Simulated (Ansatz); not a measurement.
A made-up structure of SiHClO, closed shell:

```tsv
atom	x (Å)	y (Å)	z (Å)
O1	-1.4876	-0.3446	1.0392
Si2	-0.1953	0.0242	0.0143
Cl3	1.9667	-0.5296	0.3590
H4	-0.2839	0.8500	-1.4126
```

It is relaxed with PBE-D4/def2-SVP and then PBE0-D4/def2-TZVP (Ansatz 0.2.0). Atoms count as bonded within 1.22 times the sum of their covalent radii (H–H: 0.88 Å). The end point is not checked to be a true minimum.

Question: Does its bonding change? (A judgement: the text doesn't fix the answer.)

Answer: The calculation gives: No: no bond forms or breaks.

Where it ends: The first stage lowers the energy by 0.89 eV in 6 steps. It ends as SiHClO ([O][SiH][Cl]):
```xyz
4
angstrom
O -1.3282 -0.3077 0.9279
Si -0.1744 0.0218 0.0128
Cl 1.7559 -0.4730 0.3207
H -0.2533 0.7590 -1.2614
```

Labels in which every atom is bracketed show which atoms are joined, not bond orders.

For scale, one of the runs: PBE0-D4/def2-TZVP relaxation, 111 basis functions, launched by `ansatz run in.yaml --threads 2 --pin off --events-out ev --progress --plain --max-ram 4352MiB`. Hardware: 2 CPU threads of an Arm Neoverse V1, shared host. Wall time about 8 s.
